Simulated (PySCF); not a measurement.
C3HF3.
SMILES with atom numbers: `[CH:1]#[C:2][C:3]([F:4])([F:5])[F:6]` (hydrogens: H7 on C1)

Method: PBE0-D3(BJ)/def2-TZVP geometry optimisation, gas phase in PySCF; density fitting, grid level 2; the optimiser is geomeTRIC in internal coordinates, started from a GFN2-xTB structure with every atom displaced at random (about 0.01 Å).

Step 2: E = -11269.0894 eV
```
atom  x, y, z in Å  |  force x, y, z in eV/Å
C1      1.7417    0.0155   -0.0354   -0.104  -0.394   0.132
C2      0.5531   -0.1230    0.0262    0.097   0.496  -0.161
C3     -0.9061   -0.0155    0.0092    0.021  -0.084  -0.037
F4     -1.4323   -0.7177   -0.9969   -0.001   0.039  -0.055
F5     -1.4445   -0.4734    1.1378   -0.030   0.004   0.138
F6     -1.2852    1.2596   -0.1382    0.024  -0.146   0.012
H7      2.8074    0.0258   -0.0525   -0.007   0.085  -0.029
```

Step 3: E = -11269.1179 eV
```
atom  x, y, z in Å  |  force x, y, z in eV/Å
C1      1.7494   -0.0140   -0.0259   -0.451  -0.128   0.051
C2      0.5514   -0.0475   -0.0012    0.386   0.251  -0.097
C3     -0.9079    0.0049   -0.0004   -0.022  -0.217   0.134
F4     -1.4151   -0.7225   -0.9979   -0.031  -0.004  -0.025
F5     -1.3965   -0.4807    1.1461   -0.031   0.023  -0.038
F6     -1.3592    1.2510   -0.1361    0.034   0.053  -0.016
H7      2.8121   -0.0200   -0.0345    0.115   0.021  -0.009
```

Step 4: E = -11269.1227 eV
```
atom  x, y, z in Å  |  force x, y, z in eV/Å
C1      1.7484   -0.0244   -0.0225   -0.015  -0.010   0.007
C2      0.5531   -0.0127   -0.0130   -0.003   0.063  -0.021
C3     -0.9077    0.0105   -0.0019   -0.023  -0.182   0.118
F4     -1.4089   -0.7268   -0.9955   -0.005   0.008  -0.030
F5     -1.3831   -0.4857    1.1466    0.018   0.055  -0.059
F6     -1.3809    1.2484   -0.1350    0.003   0.065  -0.012
H7      2.8131   -0.0381   -0.0286    0.026   0.000  -0.002
```

Problem. Estimate the geometry and energy of step 5. (The exact step hangs on the optimiser's Hessian estimate; all steps are aligned on step 4, rigid shifts and turns removed.)

Solution. E = -11269.1232 eV, largest force 0.092 eV/Å
```
atom  x, y, z in Å  |  force x, y, z in eV/Å
C1      1.7483   -0.0248   -0.0221   -0.015   0.002   0.001
C2      0.5529   -0.0088   -0.0139    0.019   0.002  -0.003
C3     -0.9082    0.0081   -0.0008    0.000  -0.072   0.058
F4     -1.4087   -0.7273   -0.9966    0.000   0.003   0.006
F5     -1.3839   -0.4851    1.1470    0.015   0.020  -0.051
F6     -1.3799    1.2480   -0.1346   -0.017   0.044  -0.011
H7      2.8137   -0.0389   -0.0289   -0.001   0.001   0.000
```

The energy changes by -0.0005 eV. The first-order estimate −F·Δx gives -0.0009 eV and the mean of the old and new forces, exact on a quadratic surface, -0.0005 eV. The step makes an angle of 52° with the force vector and moves no atom by more than 0.004 Å.

The cost below is that of the whole optimisation. The run took 3.1 min wall, 5.6 min CPU on Intel Xeon at 2.50 GHz, 2 threads, no GPU, shared host with 64 logical CPUs at a one-minute load of 62, and the process peaked at 0.82 GiB of memory.
